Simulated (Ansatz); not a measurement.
**BH5S (SMILES [BH3-][SH2+]): one structure at several levels**

The atoms stand at a structure displaced at random from a GFN2-xTB minimum. How far do the functionals agree with CCSD(T) there?

The runs use Ansatz 0.2.0, Gaussian basis; single points in def2-TZVPP.

Correlated methods freeze the cores. B3LYP uses VWN-RPA correlation.

**1. The starting structure**

SMILES `[BH3-][SH2+]`, 7 atoms, charge 0, spin multiplicity 1.

Atoms are counted from 1 here; the program's logs count them from 0.

Bond lengths: B1–S2 1.986 Å, B1–H3 1.181 Å, B1–H4 1.216 Å, B1–H5 1.186 Å, S2–H6 1.359 Å, S2–H7 1.238 Å. Angles: S2–B1–H3 105.4°, S2–B1–H4 102.0°, S2–B1–H5 101.6°, H3–B1–H4 114.7°, H3–B1–H5 112.7°, H4–B1–H5 118.0°, B1–S2–H6 98.2°, B1–S2–H7 100.5°, H6–S2–H7 101.7°.

Geometry (Å):

```
B    -0.4791   -0.3919   -0.5535
S     0.6675    1.0201    0.2445
H    -1.5815    0.0282   -0.4923
H    -0.2564   -1.3405    0.1740
H    -0.0669   -0.4343   -1.6645
H     0.1604    0.9908    1.5046
H     1.7277    0.3965    0.3852
```

**2. CCSD(T)/def2-TZVPP**

File run/in.yaml:

```yaml
crystal:
  periodic: [false, false, false]
  atoms:
    - {symbol: B, position_ang: [-0.479100, -0.391900, -0.553500]}
    - {symbol: S, position_ang: [0.667500, 1.020100, 0.244500]}
    - {symbol: H, position_ang: [-1.581500, 0.028200, -0.492300]}
    - {symbol: H, position_ang: [-0.256400, -1.340500, 0.174000]}
    - {symbol: H, position_ang: [-0.066900, -0.434300, -1.664500]}
    - {symbol: H, position_ang: [0.160400, 0.990800, 1.504600]}
    - {symbol: H, position_ang: [1.727700, 0.396500, 0.385200]}
basis:
  gaussian: {orbitals: def2-TZVPP}
correlation: {method: ccsd_t}
output: {forces: true}
```

No record of the launch command was kept for these runs.

**3. PBE0-D4/def2-TZVPP**

Changes to run/in.yaml since step 2:

```diff
@@ -12,3 +12,3 @@
   gaussian: {orbitals: def2-TZVPP}
-correlation: {method: ccsd_t}
-output: {forces: true}
+hamiltonian: {xc: pbe0, dispersion: d4}
+output: {forces: true, orbitals: {seedname: orbitals}}
```

**4. wB97M-V/def2-TZVPP**

Changes to run/in.yaml since step 3:

```diff
@@ -12,3 +12,3 @@
   gaussian: {orbitals: def2-TZVPP}
-hamiltonian: {xc: pbe0, dispersion: d4}
-output: {forces: true, orbitals: {seedname: orbitals}}
+hamiltonian: {xc: {name: wB97M-V}}
+output: {forces: true}
```

**5. r2SCAN-D4/def2-TZVPP**

Changes to run/in.yaml since step 4:

```diff
@@ -12,3 +12,3 @@
   gaussian: {orbitals: def2-TZVPP}
-hamiltonian: {xc: {name: wB97M-V}}
+hamiltonian: {xc: r2scan, dispersion: d4}
 output: {forces: true}
```

**6. PBE-D4/def2-TZVPP**

Changes to run/in.yaml since step 5:

```diff
@@ -12,3 +12,3 @@
   gaussian: {orbitals: def2-TZVPP}
-hamiltonian: {xc: r2scan, dispersion: d4}
+hamiltonian: {xc: pbe, dispersion: d4}
 output: {forces: true}
```

**7. B3LYP-D4/def2-TZVPP**

Changes to run/in.yaml since step 6:

```diff
@@ -12,3 +12,3 @@
   gaussian: {orbitals: def2-TZVPP}
-hamiltonian: {xc: pbe, dispersion: d4}
+hamiltonian: {xc: {name: B3LYP}, dispersion: d4}
 output: {forces: true}
```

**8. BLYP-D4/def2-TZVPP**

Changes to run/in.yaml since step 7:

```diff
@@ -12,3 +12,3 @@
   gaussian: {orbitals: def2-TZVPP}
-hamiltonian: {xc: {name: B3LYP}, dispersion: d4}
+hamiltonian: {xc: {name: BLYP}, dispersion: d4}
 output: {forces: true}
```

(Steps that only read results are left out.)

Q: Predict the outcome of this session. Wanted: energy less free atoms, CCSD(T)/def2-TZVPP; RMS force component; RMS force error; HOMO and LUMO, PBE0-D4; T1 diagnostic.

**Answer**, as computed:

| quantity | value |
| --- | --- |
| energy less free atoms, CCSD(T)/def2-TZVPP | -463.7 kcal/mol |
| RMS force component | 1.249 to 1.366 eV/Å over the methods |
| RMS force error | PBE0-D4 0.114, wB97M-V 0.042, r2SCAN-D4 0.103, PBE-D4 0.213, B3LYP-D4 0.055, BLYP-D4 0.143 eV/Å |
| HOMO and LUMO, PBE0-D4 | -8.23 and -0.37 eV |
| T1 diagnostic | 0.010 |

Against CCSD(T) the functionals' energies less atoms differ by -14.8 to -8.4 kcal/mol, PBE-D4 by -12.8 kcal/mol. A larger basis would deepen the CCSD(T) value, while the functionals are nearly converged already, so the order here is not reliable. On forces the order runs from wB97M-V to PBE-D4.
